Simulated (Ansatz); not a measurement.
The inner images of a band of BClH$_{4}$ (6 atoms, charge 0, multiplicity 1) are given out of order.

Theory: Ansatz, RKS PBE0/def2-SVP.

Initial state:

```xyz
6
Properties=species:S:1:pos:R:3
B 0.033 0.143 0.023
H 0.165 0.741 1.067
H 0.958 0.127 -0.755
H -1.083 -0.068 -0.394
Cl 0.434 -1.964 0.873
H -0.378 -1.903 1.875
```

Final state:

```xyz
6
Properties=species:S:1:pos:R:3
B 0.096 -0.593 -0.534
H -0.228 0.393 2.334
H 1.048 0.143 -0.531
H -1.039 -0.211 -0.651
Cl 0.377 -2.303 -0.380
H -0.125 -0.352 2.453
```

Put them in order from the first end to the last, with their energies above the first end.
A.
```xyz
6
Properties=species:S:1:pos:R:3
B 0.011 -0.426 0.065
H -0.041 0.264 1.357
H 1.003 0.121 -0.355
H -1.079 -0.090 -0.332
Cl 0.200 -2.241 0.457
H 0.034 -0.552 1.497
```
B.
```xyz
6
Properties=species:S:1:pos:R:3
B 0.068 -0.566 -0.353
H -0.172 0.342 1.978
H 1.032 0.153 -0.375
H -1.062 -0.169 -0.465
Cl 0.328 -2.287 -0.229
H -0.065 -0.396 2.133
```
C.
```xyz
6
Properties=species:S:1:pos:R:3
B -0.017 -0.124 0.103
H -0.032 0.303 1.288
H 1.022 0.107 -0.453
H -1.101 -0.091 -0.412
Cl 0.189 -2.189 0.754
H 0.067 -0.930 1.409
```
D.
```xyz
6
Properties=species:S:1:pos:R:3
B -0.017 0.086 0.026
H -0.034 0.510 1.163
H 1.025 0.128 -0.581
H -1.067 -0.013 -0.560
Cl 0.140 -2.146 0.767
H 0.082 -1.490 1.875
```
E.
```xyz
6
Properties=species:S:1:pos:R:3
B 0.040 -0.539 -0.142
H -0.110 0.311 1.623
H 1.017 0.146 -0.302
H -1.074 -0.131 -0.343
Cl 0.267 -2.282 0.052
H -0.011 -0.429 1.802
```

D (+6.1 kJ/mol), C (+22.1 kJ/mol), A (-31.0 kJ/mol), E (-53.7 kJ/mol), B (-62.0 kJ/mol).

Time of the run: 57 s on 1 thread of Arm Neoverse V1, on a shared host, peak memory 0.1 GiB.
